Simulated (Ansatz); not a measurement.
# F3P (charge -1): harmonic frequencies at the relaxed geometry in Python

Aim: harmonic frequencies at the relaxed geometry, for F3P (charge -1), run from a script.

Computed with Ansatz 0.2.0, driven from Python. Level of theory: B3LYP/def2-SVP.

## 1. The structure

Bond lengths: F1–P2 1.718 Å, P2–F3 1.718 Å, P2–F4 1.718 Å. Angles: F1–P2–F3 93.8°, F1–P2–F4 93.8°, F3–P2–F4 93.8°.

No structure file is read: the coordinates are typed or built in the script.

## 2. Script

Input file f3p_freq.py:

```python
from dataclasses import dataclass
import itertools

import ansatz
from ase import Atoms
from ase.data import atomic_numbers, covalent_radii
from ase.thermochemistry import IdealGasThermo
import numpy as np


@dataclass
class RunConfig:
    basis_set: str = 'def2-SVP'
    functional: str = 'b3lyp'
    charge: int = -1


settings = RunConfig()

geometry = (
    ansatz.Crystal.molecule()
    .atom('F', (-0.9407, -1.1108, -0.1799))
    .atom('P', (-0.0083, 0.0391, 0.6917))
    .atom('F', (1.4261, -0.2793, -0.1984))
    .atom('F', (-0.4771, 1.3511, -0.3134))
)

setup = (
    geometry.calculation()
    .basis(gaussian=settings.basis_set)
    .functional(settings.functional)
    .charge(settings.charge)
    .spin('collinear', total=1)
)
symbols = [site.symbol for site in geometry.cartesian_sites]
start = np.array([site.position_ang for site in geometry.cartesian_sites], dtype=float)
report = setup.relax(force_tolerance=0.003, max_steps=100).run(threads=1, pin='off').report
end = np.array(report['positions_ang'])

radius = [covalent_radii[atomic_numbers[s]] for s in symbols]
span = lambda where, i, j: np.linalg.norm(where[i] - where[j])
bonded = [(i, j) for i, j in itertools.combinations(range(len(symbols)), 2) if min(span(start, i, j), span(end, i, j)) < 1.2 * (radius[i] + radius[j])]
print('pair        before    after (A)')
for i, j in bonded:
    print(f'{symbols[i]}{i}-{symbols[j]}{j}'.ljust(10), f'{span(start, i, j):8.4f} {span(end, i, j):8.4f}')
for first, second in list(itertools.combinations(bonded, 2)):
    shared = set(first) & set(second)
    if shared and symbols[(j := shared.pop())] != 'H':
        i, k = sorted((set(first) | set(second)) - {j})
        u, v = end[i] - end[j], end[k] - end[j]
        angle = np.degrees(np.arccos(np.clip(u @ v / np.linalg.norm(u) / np.linalg.norm(v), -1, 1)))
        print(f'final angle {symbols[i]}{i}-{symbols[j]}{j}-{symbols[k]}{k}: {angle:.2f} deg')

minimum = ansatz.Crystal.molecule()
for symbol, place in zip(symbols, end):
    minimum = minimum.atom(symbol, place.tolist())
vibrating = (
    minimum.calculation()
    .basis(gaussian=settings.basis_set)
    .functional(settings.functional)
    .charge(settings.charge)
    .spin('collinear', total=1)
    .phonons(temperatures=(100, 500, 100))
)
vib = vibrating.run(threads=1, pin='off').report['vibrations']
sums = vib['harmonic_sums']
modes = [m['omega_inv_cm'] for m in sums['modes_at_gamma'] if m['rigid_motion'] == 'no']
print('frequencies (1/cm):', ' '.join(f'{w:.0f}' for w in modes))
print('imaginary modes:', sum(w < 0 for w in modes), ' zero-point energy:', round(sums['zero_point_energy_ev'], 4), 'eV')
gas = IdealGasThermo(vib_energies=[w / 8065.544 for w in modes if w > 0], geometry='linear' if len(modes) == 3 * len(symbols) - 5 else 'nonlinear',
                     atoms=Atoms(symbols, positions=end), symmetrynumber=1, spin=0.5)
print(f'H(298 K) - E = {gas.get_enthalpy(298.15, verbose=False):.4f} eV')
print(f'S(298 K, 1 bar) = {96485.33 * gas.get_entropy(298.15, 1e5, verbose=False):.1f} J/(mol K) with symmetry number 1')
```

## 3. The input behind the calls

The package turns the script's settings into the engine's input (first run):

```yaml
crystal:
  periodic: [false, false, false]
  atoms:
    - { symbol: F, position_ang: [-0.9407, -1.1108, -0.1799] }
    - { symbol: P, position_ang: [-0.0083, 0.0391, 0.6917] }
    - { symbol: F, position_ang: [1.4261, -0.2793, -0.1984] }
    - { symbol: F, position_ang: [-0.4771, 1.3511, -0.3134] }
basis:
  gaussian:
    orbitals: def2-SVP
hamiltonian:
  xc: b3lyp
magnetization:
  spin_polarized: true
  initial_magnetization: 1.0
total_charge: -1.0
relax:
  f_tol: 0.003
  max_steps: 100
```

## 4. The run

The run is started by

```sh
> python f3p_freq.py
```

Q: Predict the main results. Wanted: moves of the relaxation of run 1; energy gained in run 1; last largest force component of run 1; highest frequency; imaginary modes; zero-point energy.

**Answer**, as computed:

```
                             quantity        value
                        runs compared            2
     moves of the relaxation of run 1           21
               energy gained in run 1     1.168 eV
last largest force component of run 1  0.0007 eV/Å
                    highest frequency     747 cm⁻¹
                      imaginary modes            0
                    zero-point energy     0.160 eV
```

In words: Run 1: After 21 moves the largest shift is 0.744 Å, of atom 4 (F). All frequencies are real, so the geometry is a minimum. The frequencies are harmonic and unscaled, in a modest basis. The result belongs to the one conformer reached from this start, and soft torsions count as harmonic oscillators. The species is open-shell (spin multiplicity 2). b3lyp holds the VWN-RPA fit, as in Gaussian; the form of ORCA and Turbomole is b3lyp5. The entropy takes a symmetry number of 1; a symmetric molecule's is lower by R ln(sigma). Anions want diffuse functions, which this basis lacks.
